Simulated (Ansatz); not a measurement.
Relaxing a trial structure of C2H5FO

The starting geometry of this gas-phase triplet was optimised with GFN2-xTB as a singlet; its bonds are those of `C[C@H](O)F`.

```yaml
atoms:
  - { symbol: C, position_ang: [-1.6149, -0.0610, -0.7202] }
  - { symbol: C, position_ang: [-0.3594, -0.2675, 0.1043] }
  - { symbol: F, position_ang: [-0.4244, 0.5268, 1.2446] }
  - { symbol: O, position_ang: [-0.2578, -1.5829, 0.4829] }
  - { symbol: H, position_ang: [-1.5543, -0.6698, -1.6164] }
  - { symbol: H, position_ang: [-2.4767, -0.3695, -0.1351] }
  - { symbol: H, position_ang: [-1.7112, 0.9864, -0.9890] }
  - { symbol: H, position_ang: [0.5430, 0.0882, -0.4270] }
  - { symbol: H, position_ang: [0.4819, -1.6985, 1.0907] }
```

**Question.** Predict what becomes of its bonds when it is optimised with PBE0-D4/def2-SVP.

**Answer.** It loosens into C2H4FO + H, which stay close as a complex. Contacts that open: O4–H9 (0.96 → 3.18 Å).

The energy falls by 3.62 eV over 32 steps:

| step | E − E(last) (eV) |
| --- | --- |
| 1 | 3.620 |
| 4 | 0.615 |
| 8 | 0.036 |
| 11 | 0.004 |
| 15 | 0.001 |
| 18 | 0.001 |
| 22 | 0.000 |
| 25 | 0.000 |
| 29 | 0.000 |
| 32 | 0.000 |

Final geometry (Å):

```xyz
9

C    -1.7519    0.0149   -0.7025
C    -0.3089   -0.2855   -0.2874
F    -0.0658    0.3400    0.9163
O    -0.0719   -1.5747   -0.2705
H    -1.9526   -0.3907   -1.7020
H    -2.4332   -0.4471    0.0248
H    -1.9051    1.1016   -0.6980
H     0.3949    0.1697   -1.0300
H     0.7208   -1.9760    2.7842
```

No frequencies were run, so the end isn't proven a minimum. Open shells are spin-unrestricted. The triplet needn't be the ground state. Run with Ansatz 0.2.0, 84 s on 2 threads of Arm Neoverse V2, on a shared host.
